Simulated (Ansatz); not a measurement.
# Li₂− (doublet): wave-function methods side by side at distance Li1–Li2 = 4.202 Å, aug-cc-pVTZ

The task here is to estimate one member of a computed series from the others.

Method: aug-cc-pVTZ, core rule «outside noble gas», up to 2 orbitals frozen; program: Ansatz 0.2.0, Gaussian basis.

To be run: UHF; CCSD(T) on ROHF; CCSD(T) on UHF; BCCD(T) on ROHF; CCSDT on ROHF; CCSDT on UHF; Full CI.

44 further runs of the same task are left out: 27 for a known fault of the program, 16 that didn't finish, 1 set aside as unsound or not needed.

**The system**

The geometry derives from a PBE0/def2-TZVPD stationary point (not a proven minimum). One bond is set to the value named and the two fragments are kept rigid.

2 atoms, charge -1, spin multiplicity 2.

Atoms are counted from 1 here; the program's logs count them from 0.

No contacts short enough for the rule that draws bonds.

Geometry (Å):

```xyz
2
charge -1, multiplicity 2
Li    0.0000    0.0000    0.0000
Li    0.0000    0.0000    4.2020
```

The first run:

Contents of in.yaml:

```yaml
crystal:
  periodic: [false, false, false]
  atoms:
    - {symbol: Li, position_ang: [0.000000, 0.000000, 0.000000]}
    - {symbol: Li, position_ang: [0.000000, 0.000000, 4.202000]}
basis:
  gaussian: {orbitals: aug-cc-pVTZ}
total_charge: -1
magnetization: {spin_polarized: true, initial_magnetization: 1}
hamiltonian: {xc: hf}
output: {orbitals: {seedname: orbitals}}
```

Launch:

```console
$ ansatz run in.yaml --threads 1 --pin off --events-out ev --progress --plain --max-ram 2393MiB
```

Among the steps run: UHF; CCSD(T) on ROHF; CCSD(T) on UHF; BCCD(T) on ROHF; CCSDT on ROHF; CCSDT on UHF; Full CI.

One table of the session follows, with a row left open; its other results are not shown here.

It belongs to the step «Misses and costs». 

| method | from FCI (meV) |
| --- | --- |
| UHF | +706.7 |
| RMP2 | +390.4 |
| UMP2 | ? |
| RCCSD | +60.3 |
| UCCSD | +30.5 |
| RCCSD(T) | +15.8 |
| UCCSD(T) | +14.5 |
| BCCD(T) | +17.6 |
| RCCSDT | 0.0 |
| UCCSDT | -0.1 |
| FCI | 0 |

Estimate the missing values for UMP2.

**Answer.** from FCI (meV): +427.0. In the column «from FCI (meV)» it lies between RMP2 (+390.4) and UHF (+706.7).

Left out of the table: ROHF (another determinant or state than the rows shown).

Caveats from the session: The determinant is far from a pure spin state, so its energy mixes those of several spin states (harmless only where they are near-degenerate, as at dissociation). Levels on UHF freeze UHF's core orbitals, full CI those of ROHF, so the U rows can settle a little off it for that reason alone. Restricted and unrestricted rows rest on different reference determinants; where their highest levels disagree by more than a few hundredths of an eV, they describe different states and don't form one ladder.
